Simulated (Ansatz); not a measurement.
# C₃H₇N: one species, many methods

One table from this session's results is given with a row withheld; the runs are named, their logs left out.

The runs use Ansatz 0.2.0, Gaussian basis; functionals in def2-TZVPP, the program's frozen cores in correlated methods.

Plan: LDA (SPW92), PBE-D4, revPBE-D4, BLYP-D4, r2SCAN-D4, B97M-V, PBE0-D4, B3LYP-D4, r2SCANh-D4, r2SCAN0-D4, HSE06-D4, BHLYP-D4, CAM-B3LYP-D4, LC-ωPBE, ωB97X-V, ωB97M-V, B2PLYP, PBE-QIDH; CCSD(T)/def2-SVP; CCSD(T)/def2-TZVPP; MP2/def2-QZVPP; extrapolation to the limit; RPA on PBE.

### Structure used throughout

All runs share one geometry, relaxed beforehand with PBE0-D4 in a triple-zeta def2 set.

SMILES `C1CNC1`, 11 atoms, charge 0, spin multiplicity 1.

Atoms are counted from 1 here; the program's logs count them from 0.

Bond lengths: C1–C2 1.537 Å, C1–C4 1.537 Å, C1–H5 1.090 Å, C1–H6 1.089 Å, C2–N3 1.472 Å, C2–H7 1.099 Å, C2–H8 1.093 Å, N3–C4 1.472 Å, N3–H9 1.012 Å, C4–H10 1.099 Å, C4–H11 1.093 Å. Angles: C2–C1–C4 85.6°, C2–C1–H5 112.1°, C2–C1–H6 117.8°, C4–C1–H5 112.1°, C4–C1–H6 117.8°, H5–C1–H6 109.6°, C1–C2–N3 88.6°, C1–C2–H7 111.6°, C1–C2–H8 118.0°, N3–C2–H7 114.1°, N3–C2–H8 114.8°, H7–C2–H8 108.8°, C2–N3–C4 90.4°, C2–N3–H9 115.9°, C4–N3–H9 115.9°, C1–C4–N3 88.6°, C1–C4–H10 111.6°, C1–C4–H11 118.0° and more.

The first run:

in.yaml

```yaml
crystal:
  periodic: [false, false, false]
  atoms:
    - {symbol: C, position_ang: [-0.691019, 0.464456, -0.499612]}
    - {symbol: C, position_ang: [-0.588682, -0.335994, 0.807952]}
    - {symbol: N, position_ang: [0.659008, -0.930963, 0.303113]}
    - {symbol: C, position_ang: [0.809266, 0.173058, -0.658208]}
    - {symbol: H, position_ang: [-1.290967, -0.050079, -1.250297]}
    - {symbol: H, position_ang: [-1.001516, 1.506057, -0.434019]}
    - {symbol: H, position_ang: [-0.451455, 0.323060, 1.676329]}
    - {symbol: H, position_ang: [-1.381415, -1.054202, 1.033165]}
    - {symbol: H, position_ang: [1.405162, -1.034458, 0.978620]}
    - {symbol: H, position_ang: [1.424447, 1.006155, -0.291105]}
    - {symbol: H, position_ang: [1.172570, -0.124189, -1.645439]}
basis:
  gaussian: {orbitals: def2-TZVPP}
hamiltonian: {xc: lda}
output: {orbitals: {seedname: orbitals}}
```

The run is started by

```sh
> ansatz run in.yaml --threads 2 --pin off --events-out ev --progress --plain --max-ram 4352MiB
```

Steps of the session up to this table: LDA; PBE-D4 (GGA); revPBE-D4 (GGA); BLYP-D4 (GGA); r2SCAN-D4 (meta-GGA); B97M-V (meta-GGA); B3LYP-D4 (hybrid); r2SCANh-D4 (hybrid); r2SCAN0-D4 (hybrid); HSE06-D4 (hybrid); BHLYP-D4 (hybrid); CAM-B3LYP-D4 (range-separated); LC-ωPBE (range-separated); ωB97X-V (range-separated); ωB97M-V (range-separated); B2PLYP (double hybrid); PBE-QIDH (double hybrid).

One of the session's tables, all rows but one given; the rest of the session is left out.

It belongs to the step «Orbital energies across the functionals». 

```
  functional  HOMO (eV)  LUMO (eV)  gap (eV)
 LDA (SPW92)      -5.12       0.27      5.38
      PBE-D4      -5.04       0.39      5.44
   revPBE-D4      -5.01       0.45      5.46
     BLYP-D4      -4.95       0.37      5.32
   r2SCAN-D4      -5.31       1.14      6.45
      B97M-V          ?          ?         ?
     PBE0-D4      -6.48       1.23      7.71
    B3LYP-D4      -6.26       0.88      7.14
  r2SCANh-D4      -5.85       1.39      7.24
  r2SCAN0-D4      -6.67       1.74      8.41
    HSE06-D4      -6.07       0.86      6.94
    BHLYP-D4      -7.87       1.85      9.72
CAM-B3LYP-D4      -7.91       2.00      9.91
     LC-ωPBE      -9.26       3.32     12.59
     ωB97X-V      -8.94       3.13     12.07
     ωB97M-V      -8.86       2.68     11.54
```

**Question.** Estimate the row for B97M-V.

As computed: HOMO (eV): -5.50; LUMO (eV): 0.60; gap (eV): 6.09. In the column «HOMO (eV)» it lies between r2SCANh-D4 (-5.85) and r2SCAN-D4 (-5.31).
